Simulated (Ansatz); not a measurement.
A made-up structure of AlBH$_{3}$S, doublet:

```json
{"atom": "B1", "x (Å)": "0.9074", "y (Å)": "1.1702", "z (Å)": "2.0828"}
{"atom": "Al2", "x (Å)": "0.2869", "y (Å)": "0.0325", "z (Å)": "0.3279"}
{"atom": "S3", "x (Å)": "-0.8774", "y (Å)": "-0.3725", "z (Å)": "-1.2732"}
{"atom": "H4", "x (Å)": "-1.8706", "y (Å)": "-1.2907", "z (Å)": "-1.1315"}
{"atom": "H5", "x (Å)": "-0.4553", "y (Å)": "0.0465", "z (Å)": "-2.4962"}
{"atom": "H6", "x (Å)": "1.7902", "y (Å)": "0.4722", "z (Å)": "2.3196"}
```

It is relaxed with PBE-D4/def2-SVP and then PBE0-D4/def2-TZVP (Ansatz 0.2.0). Atoms count as bonded within 1.22 times the sum of their covalent radii (H–H: 0.88 Å). The end point is not checked to be a true minimum.

Does its bonding change? (Judge from chemistry; the calculation decides.)

By the calculation: No: no bond forms or breaks.

Where it ends: The first stage lowers the energy by 2.77 eV in 30 steps. It ends as AlBH₃S ([BH][Al][SH2]):
```tsv
atom	x (Å)	y (Å)	z (Å)
B1	0.9386	0.5784	1.2858
Al2	0.7091	-1.3410	0.5935
S3	-1.1425	-0.3182	-0.7091
H4	-1.3684	-1.0842	-1.7965
H5	-0.7200	0.7172	-1.4568
H6	1.3645	1.5060	1.9125
```

Labels in which every atom is bracketed show which atoms are joined, not bond orders.

For scale, one of the runs: PBE0-D4/def2-TZVP relaxation, 123 basis functions, launched by `ansatz run in.yaml --threads 2 --pin off --events-out ev --progress --plain --max-ram 4352MiB`. Hardware: 2 CPU threads of an Arm Neoverse V2, shared host. Wall time about 61 s.
